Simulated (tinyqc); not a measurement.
Extended Hueckel theory, for N2-, step by step. The parameters take no account of the charge, which enters only through the electron count, and nothing here shows that the anion is bound. One step of it, computed by the program tinyqc.

Task: Mulliken analysis. P = C n C^T; charge = valence electrons (N 5) minus the sum of (P S)_ii on the atom; overlap population = 2 sum P_ij S_ij between two atoms.

coefficients:
```
              MO1        MO2       MO3        MO4        MO5        MO6        MO7        MO8
1N 2s    0.563043  -0.474822  0.000000   0.000000  -0.248311   0.000000   0.000000   1.439333
1N 2px   0.000000   0.000000  0.026204   0.617616   0.000000   0.172223   0.832669   0.000000
1N 2py   0.000000   0.000000  0.617616  -0.026204   0.000000   0.832669  -0.172223   0.000000
1N 2pz   0.052707   0.493585  0.000000   0.000000   0.652394   0.000000   0.000000   1.217764
2N 2s    0.563043   0.474822  0.000000   0.000000  -0.248311   0.000000   0.000000  -1.439333
2N 2px   0.000000   0.000000  0.026204   0.617616   0.000000  -0.172223  -0.832669   0.000000
2N 2py   0.000000   0.000000  0.617616  -0.026204   0.000000  -0.832669   0.172223   0.000000
2N 2pz  -0.052707   0.493585  0.000000   0.000000  -0.652394   0.000000   0.000000   1.217764
```

occupations: 2.000000  2.000000  2.000000  2.000000  2.000000  0.500000  0.500000  0.000000

overlap S, lower triangle:
```
            1N 2s    1N 2px    1N 2py     1N 2pz     2N 2s    2N 2px    2N 2py    2N 2pz
1N 2s    1.000000
1N 2px   0.000000  1.000000
1N 2py   0.000000  0.000000  1.000000
1N 2pz   0.000000  0.000000  0.000000   1.000000
2N 2s    0.480144  0.000000  0.000000   0.457178  1.000000
2N 2px   0.000000  0.308435  0.000000   0.000000  0.000000  1.000000
2N 2py   0.000000  0.000000  0.308435   0.000000  0.000000  0.000000  1.000000
2N 2pz  -0.457178  0.000000  0.000000  -0.308354  0.000000  0.000000  0.000000  1.000000
```

Give: charges; Overlap populations.

Result:

charges: 1N -0.5000, 2N -0.5000

Overlap populations:
```
pair     value
2-1   1.392304
```
